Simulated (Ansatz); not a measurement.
Geometry optimisation, RKS PBE0-D4/def2-mTZVP (Ansatz 0.2.0).

Input:

```yaml
crystal:
  periodic: [false, false, false]
  atoms:
    - { symbol: Si, position_ang: [0.223328, 0.0, 0.046064] }
    - { symbol: Cl, position_ang: [0.817335, 0.0, 2.05619] }
    - { symbol: H, position_ang: [1.597937, 0.0, -0.430215] }
    - { symbol: H, position_ang: [-0.5434, 1.220956, -0.287019] }
    - { symbol: H, position_ang: [-0.5434, -1.220956, -0.287019] }
basis:
  gaussian: { orbitals: def2-mTZVP }
hamiltonian:
  xc: pbe0
  dispersion: d4
relax:
  f_tol: 0.03
  max_steps: 50
```

Command:

```bash
$ ansatz run input.yaml --threads 1 --pin off --max-ram 2048MiB --backend cpu --events-out ev --progress --plain --runs-dir out
```

Problem. Where does it end, and by what steps?

Solution. It converged. After 3 steps the energy has fallen by 0.179 eV; H3 moved furthest, 0.21 Å.

```
step  energy less start (eV)  largest force component (eV/Å)  accepted
   0                  0.0000                           0.985       yes
   1                 -0.1671                           0.457       yes
   2                 -0.1787                           0.057       yes
   3                 -0.1789                           0.004       yes
```

```xyz
5
Properties=species:S:1:pos:R:3
Si 0.286 0.000 0.092
Cl 0.674 0.000 2.121
H 1.576 0.000 -0.636
H -0.492 1.215 -0.240
H -0.492 -1.215 -0.240
```

Run time: 3 s on 1 thread of Intel(R) Xeon(R) 6975P-C (Granite Rapids) (shared host), peak memory 0.12 GiB.
